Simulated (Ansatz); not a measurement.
in.yaml

```yaml
crystal:
  periodic: [false, false, false]
  atoms:
    - {symbol: Cr, position_ang: [0.000000, 0.000000, 0.000000]}
    - {symbol: Cl, position_ang: [0.000000, 0.000000, 2.201800]}
basis:
  gaussian: {orbitals: def2-mTZVP, point_charges: [{charge: -0.50, position_ang: [3.407, -0.822, 0.123]}]}
magnetization: {spin_polarized: false, initial_magnetization: 5}
correlation: {method: sc_nevpt2, electrons: outside_noble_gas, active_space: {window: {electrons: 7, orbitals: 7}}}
```

```sh
$ ansatz run in.yaml --threads 1 --pin off --events-out ev --progress --plain --max-ram 2393MiB
```

The program prints:

```
530 factors; integrals over basis functions are off by at most 4.3e-4 eV
mean field evaluation 1: about -40894.3713 eV, gradient 1.6e1 eV
mean field evaluation 2: about -40894.4476 eV, gradient 1.6e1 eV
mean field evaluation 4: about -40895.9243 eV, gradient 5.2e0 eV
mean field evaluation 8: about -40896.0171 eV, gradient 8.9e-1 eV
mean field evaluation 16: about -40896.0717 eV, gradient 5.4e-1 eV
mean field evaluation 32: about -40896.0703 eV, gradient 6.6e-1 eV
mean field evaluation 64: about -40895.6212 eV, gradient 2.2e-4 eV
mean field evaluation 96: about -40895.6616 eV, gradient 4.6e-1 eV
mean field evaluation 128: about -40895.4391 eV, gradient 4.4e0 eV
mean field evaluation 160: about -40895.9923 eV, gradient 5.0e-1 eV
mean field -40896.07706708 eV, -1502.9031118585 hartree, gradient 3.3e-6 eV, S^2 8.750000; 17 other end points of the search recorded, 0 dependent functions left out
reference -40896.07706708 eV, -1502.9031118585 hartree; 23, 18 occupied and 32, 37 virtual orbitals, 530 factors
state -40896.28746631 eV, -1502.9108438876 hartree
state -40896.28746631 eV, -1502.9108438876 hartree; corrected -40901.10217808 eV, -1503.0877812815 hartree
state -40896.26852332 eV, -1502.9101477454 hartree
state -40896.26852332 eV, -1502.9101477454 hartree; corrected -40901.03376009 eV, -1503.0852669669 hartree
state -40896.28746631 eV, -1502.9108438876 hartree; corrected -40901.10217808 eV, -1503.0877812815 hartree
Total energy: -40901.10217808 eV, -1503.0877812815 hartree
```

Ran on 1 thread of Arm Neoverse V2, shared host: 11 s wall, 0.16 GiB peak host memory.
